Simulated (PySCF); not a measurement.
BF3.
Bonds: F1–B2, B2–F3, B2–F4.

Theory: PBE0-D3(BJ)/def2-SVP geometry optimisation, gas phase in PySCF.

Problem. What internal coordinates does the optimisation give?

Solution. 
```tsv
bond	length (Å)
F1–B2, B2–F3, B2–F4	1.310
```

Bonds in one row agree within 0.01 Å and their mean is given. A selection of angles:
```tsv
angle	degrees
F1–B2–F3	120.2
```

The 4 heavy atoms lie in one plane (0.000 Å rms). B2 (three-coordinate boron) is planar (angles 120.2°, 119.9° and 119.9°, sum 360.0°, 0.00 Å off the plane of its three neighbours). All 3 B–F bonds measure 1.309 to 1.310 Å.

Point group: D3h (tolerance 0.08 Å). No PBE0-D3(BJ)/def2-SVP frequencies stand behind this structure, so it isn't proved a minimum.

***

Species: C₂HF.
Numbering: `[CH:1]#[C:2][F:3]` (hydrogens: H4 on C1)

Computed, not measured: PBE0-D3(BJ)/def2-SVP geometry optimisation, gas phase in PySCF 2.14.0.

Question: What internal coordinates does the optimisation give?

Answer: 
| bond | length (pm) |
| --- | --- |
| C1≡C2 | 120.4 |
| C2–F3 | 127.0 |
| C1–H4 | 107.3 |

A selection of angles:
| angle | degrees |
| --- | --- |
| C2–C1–H4 | 180.0 |
| C1–C2–F3 | 180.0 |

Point group: C∞v (every atom within 0.08 Å of its image). PBE0-D3(BJ)/def2-SVP frequencies: not computed here.
